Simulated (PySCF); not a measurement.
Ligands exchanged one at a time, B Cl-Br. All species are isolated molecules in the gas phase. Strings in code marks are SMILES.

Quantity: redistribution energy (mixed species minus the weighted end members), in kcal/mol.

Case: 1 of 3 Cl replaced by Br: `ClB(Cl)Br`. The other species in the difference include `ClB(Cl)Cl` (neutral, multiplicity 1). Geometry of `ClB(Cl)Br` (neutral, multiplicity 1, Å):

```xyz
4

Cl    -0.8995     1.5085    -0.0004
B     -0.0426     0.0002     0.0001
Cl    -0.9166    -1.4982    -0.0012
Br     1.8587    -0.0106     0.0015
```

Q: Predict the redistribution energy (mixed species minus the weighted end members) from PBE-D3(BJ)/def2-TZVP // PBE0-D4/def2-TZVP (PySCF).

A: 0.05 kcal/mol.
